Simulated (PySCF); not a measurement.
Ionisation energies (eV) were calculated with PySCF 2.14 by LDA, MP2 (valence), UHF, in another order, as differences of total energies without spin-orbit coupling. The measured values are between term centres (NIST).

```tsv
species	measured	A	B	C
He (aug-cc-pV5Z, non-relativistic)	24.587	24.442	24.303	23.448
C (aug-cc-pV5Z, non-relativistic)	11.262	11.298	11.693	10.800
N (aug-cc-pV5Z, non-relativistic)	14.545	14.633	15.009	13.894
O (aug-cc-pV5Z, non-relativistic)	13.608	13.483	14.004	12.024
Cl⁺ (aug-cc-pV(5+d)Z, non-relativistic)	23.771	23.547	23.979	22.594
Ga⁺ (aug-cc-pV5Z-PP with ECP10MDF, ECP)	20.515	19.512	21.129	18.744
Xe (aug-cc-pV5Z-PP with ECP28MDF, ECP)	12.565	12.458	12.606	11.445
Tl⁺ (aug-cc-pV5Z-PP with ECP60MDF, ECP)	20.428	18.950	20.964	18.361
```

Question: Which column is which method?

Answer: A is MP2 (valence) (mean error -0.37 eV); B is LDA (mean error 0.30 eV); C is UHF (mean error -1.25 eV). Valence MP2 in a finite basis recovers only part of the missing correlation, so it stays below experiment on average. LDA overbinds the outer electron and comes out highest. Hartree-Fock lacks the correlation of the electron removed and comes out lowest.
